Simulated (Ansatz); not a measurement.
**Si₂H₄O: single points off equilibrium**

One table from this session's results is given with a row withheld; the runs are named, their logs left out.

Method: single points in def2-TZVPP; program: Ansatz 0.2.0, Gaussian basis.

Correlated methods freeze the cores.

### Where the work starts

SMILES `O=[SiH][SiH3]`, 7 atoms, charge 0, spin multiplicity 1.

Atoms are counted from 1 here; the program's logs count them from 0.

Bond lengths: O1–Si2 1.541 Å, Si2–Si3 2.427 Å, Si2–H4 1.187 Å, Si3–H5 1.439 Å, Si3–H6 1.311 Å, Si3–H7 1.342 Å. Angles: O1–Si2–Si3 115.2°, O1–Si2–H4 126.8°, Si3–Si2–H4 117.6°, Si2–Si3–H5 94.3°, Si2–Si3–H6 113.1°, Si2–Si3–H7 99.1°, H5–Si3–H6 113.5°, H5–Si3–H7 113.6°, H6–Si3–H7 119.3°.

As a file:

```mol
H4OSi2
  3D, bonds by distance, orders not assigned

  7  6  0  0  0  0  0  0  0  0999 V2000
   -0.8226   -1.8658    1.4267 O   0  0
   -0.7484   -1.1720    0.0531 Si  0  0
    0.4964    0.9115    0.0138 Si  0  0
   -1.3215   -1.4898   -0.9364 H   0  0
    0.4574    1.0346   -1.4191 H   0  0
   -0.1149    1.8880    0.6395 H   0  0
    1.6718    0.4649    0.4827 H   0  0
  1  2  8  0
  2  3  8  0
  2  4  8  0
  3  5  8  0
  3  6  8  0
  3  7  8  0
M  END
```

The first run:

run/in.yaml

```yaml
crystal:
  periodic: [false, false, false]
  atoms:
    - {symbol: O, position_ang: [-0.822600, -1.865800, 1.426700]}
    - {symbol: Si, position_ang: [-0.748400, -1.172000, 0.053100]}
    - {symbol: Si, position_ang: [0.496400, 0.911500, 0.013800]}
    - {symbol: H, position_ang: [-1.321500, -1.489800, -0.936400]}
    - {symbol: H, position_ang: [0.457400, 1.034600, -1.419100]}
    - {symbol: H, position_ang: [-0.114900, 1.888000, 0.639500]}
    - {symbol: H, position_ang: [1.671800, 0.464900, 0.482700]}
basis:
  gaussian: {orbitals: def2-TZVPP}
correlation: {method: ccsd_t}
output: {forces: true}
```

No record of the launch command was kept for these runs.

Among the steps run: CCSD(T)/def2-TZVPP; PBE0-D4/def2-TZVPP; wB97M-V/def2-TZVPP; r2SCAN-D4/def2-TZVPP; PBE-D4/def2-TZVPP; CAM-B3LYP-D4/def2-TZVPP; BLYP-D4/def2-TZVPP.

One of the session's tables, all rows but one given; the rest of the session is left out.

| method | RMS force component (eV/Å) | angle to CCSD(T) forces (°) | dipole (D) |
| --- | --- | --- | --- |
| CCSD(T) | 3.887 | reference | 4.00 |
| PBE0-D4 | ? | ? | ? |
| wB97M-V | 3.883 | 2.8 | 4.23 |
| r2SCAN-D4 | 3.913 | 1.4 | 3.93 |
| PBE-D4 | 3.883 | 2.2 | 3.75 |
| CAM-B3LYP-D4 | 3.920 | 3.9 | 4.30 |
| BLYP-D4 | 3.793 | 2.3 | 3.82 |

**Question.** Estimate the row for PBE0-D4.

**Answer.** RMS force component (eV/Å): 3.960; angle to CCSD(T) forces (°): 2.7; dipole (D): 4.10. In the column «RMS force component (eV/Å)» it is the highest.
